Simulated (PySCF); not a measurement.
Molfile (atoms numbered from 1):
```
CH2S
     RDKit          3D

  4  3  0  0  0  0  0  0  0  0999 V2000
   -0.0900   -0.0382   -0.0234 C   0  0  0  0  0  0  0  0  0  0  0  0
    1.3588    0.4252    0.4704 S   0  0  0  0  0  0  0  0  0  0  0  0
   -0.3921    0.0198   -1.0695 H   0  0  0  0  0  0  0  0  0  0  0  0
   -0.8393   -0.4324    0.6634 H   0  0  0  0  0  0  0  0  0  0  0  0
  1  2  2  0
  1  3  1  0
  1  4  1  0
M  END
```

Geometry: PBE0-D3(BJ)/def2-TZVP; GIAO absolute shieldings from PySCF, gas phase, non-relativistic, averaged over equivalent atoms.

At wB97X-D/pcSseg-2 (107 basis functions, 4.3 s wall time on 1 thread of an Arm Neoverse N1, shared host):
```
atoms  σ (ppm)
   C1    -85.1
   S2   -863.0
H3/H4    19.76
```

Q: Estimate the result of repeating the calculation with PBE0/pcSseg-2.

A: 
| atoms | σ at PBE0/pcSseg-2 | change |
| --- | --- | --- |
| C1 | -80.9 | +4.2 |
| S2 | -822.8 | +40.2 |
| H3/H4 | 19.58 | -0.18 |

The largest change is at S2 (thione sulfur). Cost: 107 basis functions, 7.2 s wall time on 1 thread of an Arm Neoverse N1, shared host.
